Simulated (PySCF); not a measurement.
Gas-phase reaction: 2 SiH3 + SiCl2 ⇌ SiHCl2 + Si2H5, at 500 K and a standard pressure of 1 bar. Level: GFN2-xTB.

Method: PySCF energies (xtb for GFN2) plus ideal-gas RRHO corrections (1 bar). Open shells (unrestricted): SiH3 (multiplicity 2), SiHCl2 (multiplicity 2), Si2H5 (multiplicity 2); the rest are closed-shell singlets. GFN2 has no spin-polarisation term. SiHCl2, Si2H5: computed as isolated molecules; such fragments, hydroxides, amides, oligomers or adducts are transient or little studied in the gas. The harmonic model lacks anharmonicity and excited electronic states, which grow with temperature; levels with a mode under 35 cm⁻¹ are left out. Internal rotation in Si2H5 is treated as a harmonic vibration of one conformer, which makes the entropy rough.

| species | E (Ha) | H(500 K) − E (kJ/mol) | S°(500 K) (J/mol/K) |
|---|---|---|---|
| SiH3 | -3.19029 | 75.7 | 244.3 |
| SiCl2 | -10.87576 | 30.2 | 312.5 |
| SiHCl2 | -11.36917 | 54.3 | 335.2 |
| Si2H5 | -5.93803 | 134.1 | 344.0 |
E: electronic energy; H − E holds the zero-point and thermal terms. 1 Ha = 2625.5 kJ/mol.

Problem. Work out ΔH°, ΔS°, ΔG° and log10 K from these numbers.

Solution. 1. ΔE = 1×(-11.36917) + 1×(-5.93803) − 2×(-3.19029) − 1×(-10.87576) = -0.05086 Ha = -133.5 kJ.
2. Δ(H − E) = 1×(54.3) + 1×(134.1) − 2×(75.7) − 1×(30.2) = 6.8 kJ, so ΔH° = -126.7 kJ.
3. ΔS° = 1×(335.2) + 1×(344.0) − 2×(244.3) − 1×(312.5) = -121.9 J/K; the number of gas molecules changes by -1.
4. ΔG° = ΔH° − TΔS° = -126.7 − 500×(-121.9)/1000 = -65.8 kJ.
5. log10 K = −ΔG°/(RT ln 10) = 6.88, with RT ln 10 = 9.57 kJ/mol; at standard pressures the products are favoured.
6. A shift of 10 kJ in ΔE would move log10 K by 1.04 here.
For scale, ΔH°(298 K) is -128 kJ at this level, -138 kJ at ωB97M-V/def2-TZVP†, and runs from -177 to -116 kJ over the 20 levels computed († marks an energy on the PBE0/def2-TZVP geometry).
